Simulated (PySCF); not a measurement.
Phosphorus pentafluoride, PF₅.
Bonds: F1–P2, P2–F3, P2–F4, P2–F5, P2–F6.

Computed with PBE0-D3(BJ)/def2-SVP geometry optimisation, gas phase in PySCF 2.14.0.

Problem. How far are the bound atoms from P2?

Solution. 5 atoms: F3 1.568 Å, F5 1.568 Å, F4 1.569 Å, F1 1.594 Å, F6 1.594 Å.

Problem. List the angles at P2.

Solution. 
| angle | degrees | distance of the outer atoms (Å) |
| --- | --- | --- |
| F1–P2–F6 | 180.0 | 3.19 |
| F3–P2–F5 | 120.0 | 2.72 |
| F4–P2–F5 | 120.0 | 2.72 |
| F3–P2–F4 | 120.0 | 2.72 |
| F4–P2–F6 | 90.0 | 2.24 |
| F1–P2–F5 | 90.0 | 2.24 |
| F3–P2–F6 | 90.0 | 2.24 |
| F1–P2–F4 | 90.0 | 2.24 |
| F1–P2–F3 | 90.0 | 2.24 |
| F5–P2–F6 | 90.0 | 2.24 |

Problem. What is the shape at P2?

Solution. Trigonal bipyramidal: τ5 = (β − α)/60° = 1.00 from the two widest angles, 180.0° and 120.0° (0 for a square pyramid, 1 for a trigonal bipyramid). The P–F distances aren't all alike: 1.568 to 1.594 Å.

Problem. What are the rotational constants (commonest isotopes, rigid rotor)?

Solution. A = 3604, B = 3034, C = 3033 MHz: a prolate symmetric top.

Point group: D3h (every atom within 0.08 Å of its image). Charge 0, singlet. No PBE0-D3(BJ)/def2-SVP frequencies stand behind this structure, so it isn't proved a minimum.

Hardware: an Arm Neoverse V1 with one thread, no GPU, shared host. Cost: 32 s of wall time, 0.37 GiB resident at most. These figures are those of the optimisation.
